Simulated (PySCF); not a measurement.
**CHF: structure of the triplet**

Where does triplet CHF go from a bent start, is the end point a minimum, and what are its modes, charges and moments?

Method: PBE0, basis C def2-TZVP, H def2-TZVP, F def2-TZVP, no relativity, density fitting; program: PySCF 2.14.0.

### Step 1. The starting structure

3 atoms, charge 0, spin multiplicity 3.

Bond lengths: C1–H2 1.070 Å, C1–F3 1.390 Å. Angles: H2–C1–F3 110.0°.

Z-matrix (Å, degrees; charge 0 multiplicity 3):
```
C
H  1 1.0700
F  1 1.3900 2 110.00
```

### Step 2. Finding the electronic state

One driver script runs all steps and calls PySCF; scf.py shows how it sets up the SCF of each step. The optimiser is the driver's own. After this first run the driver tries any further starts and a stability analysis.

File scf.py:

```python
from pyscf import gto, scf, dft
mol = gto.M(atom='''
C      0.000000     0.000000     0.000000
H     -0.876500     0.000000     0.613700
F      1.138600     0.000000     0.797300''',
    basis={'C': 'def2-TZVP', 'H': 'def2-TZVP', 'F': 'def2-TZVP'},
    charge=0, spin=2)
mf = dft.UKS(mol, xc='PBE0')
mf.grids.atom_grid = (50, 194)
aux = {'C': 'def2-universal-JKFIT', 'H': 'def2-universal-JKFIT', 'F': 'def2-universal-JKFIT'}
mf = mf.density_fit(auxbasis=aux)
mf.conv_tol = 1e-08
mf.diis_space = 10
mf.max_cycle = 60
mf.init_guess = 'minao'
mf.verbose = 4
mf.kernel()
```

Command:

```sh
$ OMP_NUM_THREADS=2 python axn.py task.json out
```

What it wrote:

```text
init E= -138.303079557162
[... the frontier-level lines of each cycle are left out ...]
cycle= 1 E= -138.261016547648  delta_E= 0.0421  |g|= 0.297  |ddm|= 0.965
cycle= 2 E= -138.19769794686  delta_E= 0.0633  |g|= 0.549  |ddm|= 0.385
cycle= 3 E= -138.297659686836  delta_E= -0.1  |g|= 0.0458  |ddm|= 0.229
cycle= 4 E= -138.298591042206  delta_E= -0.000931  |g|= 0.0153  |ddm|= 0.0337
cycle= 5 E= -138.298774149015  delta_E= -0.000183  |g|= 0.00359  |ddm|= 0.0216
cycle= 6 E= -138.298790138315  delta_E= -1.6e-05  |g|= 0.00154  |ddm|= 0.00495
cycle= 7 E= -138.298792765066  delta_E= -2.63e-06  |g|= 0.00026  |ddm|= 0.00259
cycle= 8 E= -138.298792853004  delta_E= -8.79e-08  |g|= 5.08e-05  |ddm|= 0.000466
cycle= 9 E= -138.29879285458  delta_E= -1.58e-09  |g|= 1.29e-05  |ddm|= 4.34e-05
Extra cycle  E= -138.298792854702  delta_E= -1.22e-10  |g|= 8.92e-06  |ddm|= 1.33e-05
converged SCF energy = -138.298792854702  <S^2> = 2.0044136  2S+1 = 3.002941
```

This step, with its further starts and checks, ran for 3.3 s (2 threads of Arm Neoverse V2, shared host).

The starts that the driver tried:

```
                      start  energy (Eh)
    the minimal-basis guess  -138.298793
a thermally smeared density  -138.298793
      a smeared PBE density  -138.298793
```

No lower solution of this spin turned up from the other starts or in the test of internal stability.

### Step 3. Bent start, triplet: relaxation

The program finds Cs symmetry in the start, which this walk keeps.

scf.py: that of step 2 with these lines changed.

```diff
@@ -3,3 +3,3 @@
-C      0.000000     0.000000     0.000000
-H     -0.876500     0.000000     0.613700
-F      1.138600     0.000000     0.797300''',
+C     -0.648256     0.000000    -0.492589
+H     -1.524756     0.000000     0.121111
+F      0.490344     0.000000     0.304711''',
@@ -15 +14,0 @@
-mf.init_guess = 'minao'
```

The optimiser's trace:

```
step  energy (Eh)  change (kJ/mol)  largest symmetric gradient (Eh/bohr)
   0  -138.298793             0.00                               0.05622
   1  -138.306045           -19.04                               0.02869
   2  -138.306615           -20.54                               0.01115
   3  -138.306767           -20.94                               0.00259
   4  -138.306796           -21.01                               0.00100
   5  -138.306797           -21.02                               0.00007
```

The walk took 2.9 s.

Geometry (Å) and forces (eV/Å) at some steps:

```
step 0
C   -0.648   0.000  -0.493   2.890   0.000   2.202
H   -1.525   0.000   0.121  -1.059   0.000  -0.195
F    0.490   0.000   0.305  -1.831   0.000  -2.007
step 1
C   -0.598   0.000  -0.398  -1.475   0.000  -0.607
H   -1.590   0.000   0.082   0.447   0.000  -0.102
F    0.505   0.000   0.250   1.028   0.000   0.709
step 3
C   -0.612   0.000  -0.417   0.086   0.000   0.056
H   -1.573   0.000   0.089  -0.134   0.000  -0.014
F    0.503   0.000   0.262   0.047   0.000  -0.042
step 5
C   -0.611   0.000  -0.412   0.004   0.000   0.002
H   -1.580   0.000   0.086   0.000   0.000  -0.001
F    0.508   0.000   0.259  -0.004   0.000  -0.001
```

End point (Cs, 5 steps, 21.0 kJ/mol gained): C–F 1.305 Å, C–H 1.089 Å; F–C–H 121.9°.

### Step 4. Vibrations and properties at this point

On the finer grid the gradient is checked again; gradients at displacements of ±0.02 bohr then give force constants and infrared intensities.

scf.py: that of step 3 with these lines changed.

```diff
@@ -3,3 +3,3 @@
-C     -0.648256     0.000000    -0.492589
-H     -1.524756     0.000000     0.121111
-F      0.490344     0.000000     0.304711''',
+C     -0.633836     0.000000    -0.413988
+H     -1.602180     0.000000     0.083626
+F      0.485244     0.000000     0.257025''',
@@ -9 +9 @@
-mf.grids.atom_grid = (50, 194)
+mf.grids.atom_grid = (75, 302)
@@ -12 +12 @@
-mf.conv_tol = 1e-08
+mf.conv_tol = 1e-10
```

The driver hands on the density of the step before, so the log starts near convergence.

SCF at the final geometry:

```text
init E= -138.30680409824
[... the frontier-level lines of each cycle are left out ...]
cycle= 1 E= -138.306804098239  delta_E= 1.02e-12  |g|= 3.26e-06  |ddm|= 2.53e-06
Extra cycle  E= -138.306804098234  delta_E= 4.49e-12  |g|= 5.2e-06  |ddm|= 3.48e-06
converged SCF energy = -138.306804098234  <S^2> = 2.0043893  2S+1 = 3.0029248
```

The whole step took 14 s.

Geometry: Cs; C–F 1.305 Å, C–H 1.089 Å; F–C–H 121.9°.

Harmonic modes (main isotopes):

```json
{"symmetry": "a'", "ω (cm⁻¹)": "1122", "IR (km/mol)": "20.6", "μ (u)": "1.21", "type": "bend"}
{"symmetry": "a'", "ω (cm⁻¹)": "1304", "IR (km/mol)": "122", "μ (u)": "10.18", "type": "mixed"}
{"symmetry": "a'", "ω (cm⁻¹)": "3147", "IR (km/mol)": "6.7", "μ (u)": "1.09", "type": "stretch"}
```

All wavenumbers are real: a minimum.

Properties at this point:

```yaml
Dipole_moment: 1.04 D
Highest_occupied_level: -6.46 eV
Lowest_empty_level: -2.35 eV
Rotational_constants: 23.35, 1.164, 1.109 cm⁻¹
Zero-point_energy: 33.3 kJ/mol
Principal_polarisabilities: 10.7, 11.2, 15.2 bohr³
Atomisation_energy_without_zero-point_energy: 851 kJ/mol
Principal_traceless_quadrupole_moments_about_the_centre_of_mass: -1.24, -1.08, 2.33 D Å
Entropy_at_298.15_K_and_1_bar_electronic_part_spin_only: 231.2 J/(mol K)
Heat_capacity_Cp_at_298.15_K: 35.0 J/(mol K)
Enthalpy_at_298.15_K_above_0_K: 10.00 kJ/mol
Rotational_symmetry_number: 1
Spin_squared_⟨S²⟩: 2.004
```

Populations by atom (charges in e):

| atom | Mulliken | Löwdin | polar tensor | spin (Mulliken) | Mayer order to C1 |
| --- | --- | --- | --- | --- | --- |
| C1 | -0.04 | -0.29 | 0.33 | 1.83 | – |
| H2 | 0.16 | 0.09 | 0.08 | 0.05 | 0.94 |
| F3 | -0.12 | 0.19 | -0.41 | 0.13 | 1.13 |

Mulliken populations on C1: s 3.37, p 2.56, d 0.09, f 0.01.

### Step 5. Summary of results

| quantity | value |
| --- | --- |
| minimum | triplet, Cs |
| geometry | C–F 1.305 Å, C–H 1.089 Å; F–C–H 121.9° |
| wavenumbers (cm⁻¹) | 1122 (a'), 1304 (a'), 3147 (a') |
| dipole moment | 1.04 D |
| highest occupied, lowest empty level (either spin) | -6.46, -2.35 eV |
| polar-tensor charge of C1 | +0.33 e |
| zero-point energy | 33.3 kJ/mol |
| entropy at 298.15 K | 231.2 J/(mol K) |
| atomisation energy (no zero-point energy) | 851 kJ/mol |
| ⟨S²⟩ | 2.004 |

**Reading.** The bent start keeps its Cs symmetry and ends in a minimum. The strongest infrared band lies at 1304 cm⁻¹ (a', mixed). Most of the spin sits on C1 (Mulliken spin 1.83, against 2 for the whole molecule). Only this shape and spin were tried, so other structures or states may lie lower.

The search up to here took 20 s.
